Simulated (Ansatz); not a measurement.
**Worked example: correlation energy of BGeH3 (H-bridged), singlet**

Geometry: a point of a stretch scan, not a stationary point.

```xyz
5

Ge   -0.0023    0.0011    0.3180
B    -0.0667    0.0011   -1.6299
H     1.1606    0.0011   -1.0295
H    -0.1422   -1.0376   -2.2316
H    -0.1350    0.9416   -2.1747
```

Basis cc-pVDZ; Ansatz 0.2.0. Only valence electrons are correlated (noble-gas cores and the filled d shells of p-block atoms frozen), which leaves 10 electrons in 41 orbitals. Prefix R: restricted or restricted open-shell reference. No spin–orbit coupling is included, and no scalar relativity.

Full CI isn't at hand for all of this; RCCSDTQ serves as the reference, and is uncertain by the last step of the cluster series or more.

RCCSD has a T1 diagnostic of 0.016 and a largest doubles amplitude of 0.06.

Runs differ by some tens of microhartree through their thresholds, so steps under 0.03 kcal/mol mean nothing.

```
    level  total energy (hartree)
      RHF            -2101.681350
     RMP2            -2101.857034
    RCCSD            -2101.892746
 RCCSD(T)            -2101.899484
   RCCSDT            -2101.900515
RCCSDT(Q)            -2101.900904
  RCCSDTQ            -2101.900921
```

Q: What is the correlation energy at RCCSDTQ, and what share of it do RMP2 and RCCSDT recover?

A: E(corr) = -2101.900921 − (-2101.681350) = -0.219571 hartree = -5.975 eV. RMP2: -0.175684 / -0.219571 = 80.01 %. RCCSDT: -0.219165 / -0.219571 = 99.82 %.

Q: By how many kcal/mol does RCCSD(T) miss RCCSDTQ (1 hartree = 627.509 kcal/mol), and which steps make up the rest?

A: -2101.899484 − (-2101.900921) = 0.001437 hartree = 0.90 kcal/mol. Steps: RCCSDT − RCCSD(T) = -0.65, RCCSDT(Q) − RCCSDT = -0.24, RCCSDTQ − RCCSDT(Q) = -0.01 kcal/mol. Differences between like states or geometries often cancel part of this.
